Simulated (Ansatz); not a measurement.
Species: SiF3, charge 0, doublet. SiF3 (SMILES [Si](F)(F)F, doublet).
B3LYP-D3(BJ)/def2-TZVP minimum from Ansatz (a quantum-chemistry and plane-wave program):
```xyz
4

Si     0.2161     0.2098     0.2226
F     -0.7209    -0.7467     1.0769
F     -0.7144     1.1195    -0.6880
F      1.0991    -0.6990    -0.7351
```
Charge 0, spin multiplicity 2.

Total energies in hartree (Ansatz). Radicals and triplets start from unrestricted determinants; spin-orbit coupling is neglected. Correlated methods leave the cores frozen. No relativity.

| species | HF/cc-pV(T+d)Z | CCSD(T)/cc-pV(T+d)Z | HF/cc-pV(Q+d)Z | CCSD(T)/cc-pV(Q+d)Z | CCSD(T)/cc-pV(D+d)Z | CCSDT(Q)/cc-pV(D+d)Z |
|---|---|---|---|---|---|---|
| 1: SiF3 (SMILES [Si](F)(F)F, doublet) | -587.54784 | -588.41650 | -587.58229 | -588.53019 | -588.05106 | -588.05313 |
| 2: Si (triplet) | -288.85649 | -288.93344 | -288.85845 | -288.93781 | -288.91643 | -288.91690 |
| 3: F (doublet) | -99.40552 | -99.62036 | -99.41377 | -99.65026 | -99.52757 | -99.52776 |

Problem. Work out the atomisation energy (electronic, to ground-state atoms) in kcal/mol: take Hartree-Fock from cc-pV(Q+d)Z, extrapolate the CCSD(T) correlation energy as X^-3 (X = 3, 4), and add CCSDT(Q) - CCSD(T) in cc-pV(D+d)Z. 1 hartree = 627.51 kcal/mol.

Solution. 
Species 1: correlation (64·(-0.94790) - 27·(-0.86866))/37 = -1.00572; step -0.00207; E1 = -587.58229 + (-1.00572) + (-0.00207) = -588.59008
Species 2: correlation (64·(-0.07936) - 27·(-0.07695))/37 = -0.08112; step -0.00047; E2 = -288.85845 + (-0.08112) + (-0.00047) = -288.94004
Species 3: correlation (64·(-0.23649) - 27·(-0.21484))/37 = -0.25229; step -0.00019; E3 = -99.41377 + (-0.25229) + (-0.00019) = -99.66625
-1·E1 +1·E2 +3·E3 = 0.65129 hartree = 408.7 kcal/mol.
